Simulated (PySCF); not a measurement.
# 1,1-difluoroethene (C₂H₂F₂): electronic excitations and core binding energies

What electronic excitations and core binding energies should 1,1-difluoroethene (C₂H₂F₂) (`C=C(F)F`) show?

Computed with PySCF 2.14.0, with density-fitted response routines of our own, on a single molecule in the gas phase. Atoms count from 0, in the outputs and in this text.

**1. The starting structure**

6 atoms, charge 0, multiplicity 1; geometry from: GFN2-xTB.

Bonds of the start (Å): C0–C1 1.31, C1–F2 1.33, C1–F3 1.33, C0–H4 1.07, C0–H5 1.07.

**2. TDDFT and polarisability: B3LYP/def2-SVPD**

What the job is given:

```
{"job": {"kind": "uv", "xc": "B3LYP", "basis": "def2-SVPD", "nstates": 8, "ntriplets": 3}, "charge": 0, "multiplicity": 1}
C     -0.718976    -0.078757    -0.106189
C      0.572296     0.063064     0.077800
F      1.231914     1.212448     0.032100
F      1.423324    -0.919782     0.338815
H     -1.334509     0.774474    -0.313302
H     -1.170927    -1.049457    -0.050798
```

Method: TDDFT B3LYP/def2-SVPD, vertical, gas phase, core orbitals frozen in the response.

The program printed:

```text
coarse grid: 5584 points
cycle   1  E = -276.7551782910  dE =  5.469e-01  |g| = 6.552e-01  |ddm| = 3.190e+00
cycle   2  E = -276.6337538932  dE =  1.214e-01  |g| = 1.017e+00  |ddm| = 1.336e+00
cycle   3  E = -276.8367420547  dE = -2.030e-01  |g| = 7.493e-02  |ddm| = 8.760e-01
cycle   4  E = -276.8378971925  dE = -1.155e-03  |g| = 4.292e-02  |ddm| = 1.266e-01
cycle   5  E = -276.8382616129  dE = -3.644e-04  |g| = 1.063e-02  |ddm| = 4.039e-02
cycle   6  E = -276.8382847832  dE = -2.317e-05  |g| = 2.586e-03  |ddm| = 1.253e-02
cycle   7  E = -276.8382864338  dE = -1.651e-06  |g| = 2.081e-04  |ddm| = 2.516e-03
final grid: 56368 points
cycle   8  E = -276.8765738963  dE = -1.947e-05  |g| = 4.293e-03  |ddm| = 4.541e-02
cycle   9  E = -276.8765694585  dE =  4.438e-06  |g| = 6.617e-03  |ddm| = 8.424e-03
cycle  10  E = -276.8765773680  dE = -7.909e-06  |g| = 5.253e-04  |ddm| = 4.975e-03
cycle  11  E = -276.8765774298  dE = -6.182e-08  |g| = 1.604e-04  |ddm| = 7.184e-04
cycle  12  E = -276.8765774345  dE = -4.660e-09  |g| = 6.994e-05  |ddm| = 1.928e-04
cycle  13  E = -276.8765774356  dE = -1.165e-09  |g| = 1.184e-05  |ddm| = 7.690e-05
cycle  14  E = -276.8765774357  dE = -3.604e-11  |g| = 2.695e-06  |ddm| = 1.503e-05
converged SCF energy = -276.8765774357

Static polarisability (au): isotropic 27.726, principal 20.765 26.471 35.941

Singlet excitations
state   eV       nm        f      main configurations
  1   7.0876    174.9   0.03608   H->L+1 1.00
  2   7.9141    156.7   0.34259   H->L 0.94
  3   8.1455    152.2   0.00413   H->L+2 0.99
  4   8.3610    148.3   0.00000   H->L+3 0.98
  5   9.3107    133.2   0.00000   H->L+4 0.99
  6   9.7640    127.0   0.00533   H->L+6 0.97
  7   9.9465    124.7   0.00947   H->L+5 0.97
  8  10.0268    123.7   0.00000   H-1->L 0.99

Triplet excitations (Tamm-Dancoff, eV): 4.7849 6.8338 8.0209
```

Run time: 3.4 s. Hardware: 1 thread, shared host.

The orbitals next to the gap, with their largest atomic shares:

| orbital | eV | atoms |
| --- | --- | --- |
| HOMO−3 | -12.55 | F2 25 %, F3 25 %, C0 23 % |
| HOMO−2 | -12.33 | F3 31 %, F2 30 %, C0 19 % |
| HOMO−1 | -11.63 | F2 28 %, F3 28 %, C0 24 % |
| HOMO | -7.75 | C0 42 %, C1 30 %, F2 11 % |
| LUMO | -0.02 | C1 36 %, C0 31 %, F3 9 % |
| LUMO+1 | 0.40 | C1 36 %, C0 28 %, F3 11 % |
| LUMO+2 | 1.42 | H4 20 %, H5 20 %, C0 19 % |

With each of the 8 states as a Gaussian band of 0.4 eV half-width at 1/e, the curve within the window shown has maxima at 157 nm (ε 14,000), 125 nm (ε 570) L/(mol cm). Beyond the last state computed it falls off for lack of states. The curve at chosen wavelengths:

(nm, ε (L/mol/cm)): (120, 185), (123, 464), (126, 564), (129, 371), (131, 209), (134, 59), (137, 17), (140, 65), (143, 434), (146, 1844), (148, 3822), (151, 8261), (154, 12568), (157, 13974), (160, 11787), (163, 7896), (165, 5524), (168, 3160), (171, 2111), (174, 1727), (177, 1473), (180, 1151), (182, 909), (185, 572), (188, 316), (191, 156)

Further results of this job:

| property | computed |
| --- | --- |
| dipole moment (D) | 1.46 |
| polarisability (Å³) | 4.11 |
| HOMO–LUMO gap (eV) | 7.73 |
| −ε(HOMO) (eV) | 7.75 |

**3. X-ray photoelectron lines: SCAN, X2C**

Same as in step 2 but for these lines:

```diff
@@ -1,2 +1,2 @@
-{"job": {"kind": "uv", "xc": "B3LYP", "basis": "def2-SVPD", "nstates": 8, "ntriplets": 3}, "charge": 0, "multiplicity": 1}
+{"job": {"kind": "xps"}, "charge": 0, "multiplicity": 1}
 C     -0.718976    -0.078757    -0.106189
```

Level: delta-SCF UKS SCAN, pcX-2 on the ionised atom, pcseg-1 elsewhere, spin-free X2C.

The program printed:

```text
ground state, core basis on atom 0 (C), 97 functions
  cycle   1  E = -277.07448495  |g| = 6.36e-01
  cycle   2  E = -276.92156687  |g| = 1.04e+00
  cycle   3  E = -277.14537775  |g| = 1.50e-01
  cycle   4  E = -277.15081906  |g| = 5.48e-02
  cycle   5  E = -277.15127184  |g| = 2.42e-02
  cycle   6  E = -277.15139594  |g| = 3.70e-03
  cycle   7  E = -277.15139828  |g| = 7.31e-04
  cycle   8  E = -277.15139839  |g| = 1.48e-04
  E(ground) = -277.14651372 Eh
hole in C 1s of atom 0
  cycle   1  E = -265.89639382  |g| = 1.50e+00
  cycle   2  E = -265.30254179  |g| = 1.77e+00
  cycle   3  E = -266.34754103  |g| = 5.28e-01
  cycle   4  E = -266.42356251  |g| = 2.91e-01
  cycle   5  E = -266.44880021  |g| = 7.26e-02
  cycle   6  E = -266.45062648  |g| = 2.41e-02
  cycle   7  E = -266.45093037  |g| = 4.19e-03
  cycle   8  E = -266.45095338  |g| = 1.81e-03
  cycle   9  E = -266.45095952  |g| = 1.15e-03
  cycle  10  E = -266.45096115  |g| = 7.72e-04
  cycle  11  E = -266.45096100  |g| = 1.27e-04
  E(ion) = -266.44720959 Eh   <S^2> = 0.7775   hole on atom = 1.000   binding energy = 291.143 eV
ground state, core basis on atom 1 (C), 97 functions
  cycle   1  E = -277.15938558  |g| = 6.12e-02
  cycle   2  E = -277.15913898  |g| = 4.21e-02
  cycle   3  E = -277.15918063  |g| = 3.94e-02
  cycle   4  E = -277.15951248  |g| = 6.04e-03
  cycle   5  E = -277.15952149  |g| = 1.54e-03
  cycle   6  E = -277.15952303  |g| = 2.34e-04
  E(ground) = -277.15422988 Eh
hole in C 1s of atom 1
  cycle   1  E = -265.73653394  |g| = 1.50e+00
  cycle   2  E = -264.58871589  |g| = 2.22e+00
  cycle   3  E = -266.19120121  |g| = 4.88e-01
  cycle   4  E = -266.26504881  |g| = 1.93e-01
  cycle   5  E = -266.27961405  |g| = 7.51e-02
  cycle   6  E = -266.28177700  |g| = 3.85e-02
  cycle   7  E = -266.28251371  |g| = 7.37e-03
  cycle   8  E = -266.28264120  |g| = 4.80e-03
  cycle   9  E = -266.28273807  |g| = 3.33e-03
  cycle  10  E = -266.28276755  |g| = 1.84e-03
  cycle  11  E = -266.28277190  |g| = 1.04e-03
  cycle  12  E = -266.28277279  |g| = 2.53e-04
  E(ion) = -266.27912628 Eh   <S^2> = 0.8271   hole on atom = 1.000   binding energy = 295.927 eV
ground state, core basis on atom 2 (F), 97 functions
  cycle   1  E = -277.19437052  |g| = 1.20e-01
  cycle   2  E = -277.19337663  |g| = 8.77e-02
  cycle   3  E = -277.19364429  |g| = 7.60e-02
  cycle   4  E = -277.19467922  |g| = 8.67e-03
  cycle   5  E = -277.19469782  |g| = 8.76e-04
  cycle   6  E = -277.19469753  |g| = 3.41e-04
  E(ground) = -277.19106164 Eh
hole in F 1s of atom 2
  cycle   1  E = -250.79223123  |g| = 2.58e+00
  cycle   2  E = -250.49107596  |g| = 2.26e+00
  cycle   3  E = -251.46112479  |g| = 6.84e-01
  cycle   4  E = -251.55285568  |g| = 5.02e-01
  cycle   5  E = -251.67167454  |g| = 7.73e-02
  cycle   6  E = -251.67300961  |g| = 6.02e-02
  cycle   7  E = -251.67439339  |g| = 1.16e-02
  cycle   8  E = -251.67444970  |g| = 3.73e-03
  cycle   9  E = -251.67445798  |g| = 8.86e-04
  cycle  10  E = -251.67446057  |g| = 6.86e-04
  cycle  11  E = -251.67446251  |g| = 5.20e-04
  cycle  12  E = -251.67446632  |g| = 2.40e-04
  E(ion) = -251.67747026 Eh   <S^2> = 0.7581   hole on atom = 1.000   binding energy = 694.260 eV
```

Wall time 5 s (1 thread, shared host).

The holes in one table. −ε is the ground-state orbital energy:

| hole | stands for | environment | ΔSCF (eV) | −ε (eV) | ⟨S²⟩ |
| --- | --- | --- | --- | --- | --- |
| C1s on C0 | C0 | terminal =CH2 carbon | 291.14 | 273.9 | 0.778 |
| C1s on C1 | C1 | fully substituted alkene carbon | 295.93 | 278.5 | 0.827 |
| F1s on F2 | F2, F3 | vinylic fluorine | 694.26 | 668.0 | 0.758 |

Each hole run stands for the others of its class of like atoms.

**4. Results**

| quantity | value |
| --- | --- |
| lowest singlet (B3LYP/def2-SVPD) | 7.09 eV (175 nm), f = 0.036 |
| brightest single state of those computed | state 2, 7.91 eV, f = 0.343 |
| lowest triplet | 4.78 eV |
| C1s binding energies, SCAN/pcX-2 | C1 295.93, C0 291.14 eV |
| F1s binding energies, SCAN/pcX-2 | F2 694.26 eV |

The first singlet state (HOMO→LUMO+1 1.00) lies at 7.09 eV and is weak; of the 8 states computed, the strongest absorption comes from state 2 at 7.91 eV. The lowest triplet lies 2.30 eV below the lowest singlet (triplets in Tamm-Dancoff, singlets in full TDDFT). States above −ε(HOMO) lie where TDDFT describes them poorly and they hang on the basis; the brightest is among them. C1 (fully substituted alkene carbon) binds its C1s electron 4.78 eV more tightly than C0 (terminal =CH2 carbon).
